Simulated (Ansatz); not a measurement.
Base system: Pd in the fcc (Cu type) structure (space group Fm-3m, No. 225; a = 3.876 Å).

Computed with PBEsol/PAW in Ansatz (a program for electronic structure), no spin-orbit coupling, earlier PAW set.

It is then changed as follows: full substitution Pd → Ir; the structure is relaxed again.

Measured lattice parameter a: Pd 3.876 Å (static lattice; corrected from measurement; as listed in Daniel Mejia-Rodriguez, S. B. Trickey, Phys. Rev. B (2018)); Ir 3.831 Å (static lattice; corrected from measurement; as listed in Daniel Mejia-Rodriguez, S. B. Trickey, Phys. Rev. B (2018)).

Problem. How well does PBEsol reproduce the measured shift?

Solution. With PBEsol the lattice parameter a moves by -0.045 Å (3.876 → 3.830) against -0.045 Å measured.

Whether these cells are dynamically stable was not tested. All final runs are without spin polarisation.
